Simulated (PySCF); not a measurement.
# Protonation sites of methylamine

System: `CN` (CH5N). Optimised structure (Å), atoms numbered from 1:
```
C    -0.5513    0.0920   -0.0388
N     0.8651   -0.0688   -0.2862
H    -1.1239   -0.5898   -0.6879
H    -0.8639    1.1135   -0.3090
H    -0.8914   -0.0878    1.0034
H     1.1647   -1.0106   -0.0435
H     1.4040    0.5588    0.3066
```

Level of theory: M06-2X/def2-TZVP single points in PySCF, grid level 3; every species was optimised with PBE0-D3(BJ)/def2-SVP. Thermal corrections: PBE0-D3(BJ)/def2-SVP frequencies, unscaled, ideal gas at 298.15 K and 1 bar, quasi-RRHO entropy.

| site | product | PA / kcal/mol | GB / kcal/mol |
| --- | --- | --- | --- |
| N2 (amine nitrogen) | `C[NH3+]` | 213.4 | 205.2 |

PA is −ΔH and GB is −ΔG of B + H⁺ → BH⁺ in the gas phase. Sites whose products fell apart, merged with another or lost in a GFN2-xTB screen aren't listed.

Against the Active Thermochemical Tables (version 1.112): N2 899 (computed 893, error -6) kJ/mol.

Measured values (NIST Chemistry WebBook, evaluated or the median of agreeing entries): proton affinity (−ΔH) 899 kJ/mol (computed 893, difference -6); gas-phase basicity (−ΔG) 864 kJ/mol (computed 859, difference -6).

Hardware: 1 thread of Arm Neoverse V2, shared with other jobs. Command: `OMP_NUM_THREADS=1 python redox_run.py task.json out`. Structures, frequencies and single points: 35 s.

Differences come from unrounded values, so a last digit can differ from that of the printed terms.
